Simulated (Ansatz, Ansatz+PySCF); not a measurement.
| atom | x (Å) | y (Å) | z (Å) |
| --- | --- | --- | --- |
| Li | 0.0000 | 0.0000 | -0.4314 |
| H | 0.0000 | 0.0000 | 1.2942 |

RHF-MP2 on singlet LiH was run in several spherical basis sets with Ansatz (development build ahead of 0.2.0). Frozen core: 0 orbitals.

**Question.** Rank the basis sets by the total energy that they give, lowest first, with the distance from the lowest.
A. cc-pVTZ
B. def2-TZVP
C. cc-pVDZ
D. 6-31G(d)
E. def2-SVP

**Answer.** B (0.00 eV), A (0.29 eV), C (0.80 eV), E (0.97 eV), D (1.07 eV).

Totals follow the description of the cores as much as that of the bonds, so this order isn't one of quality for chemistry.
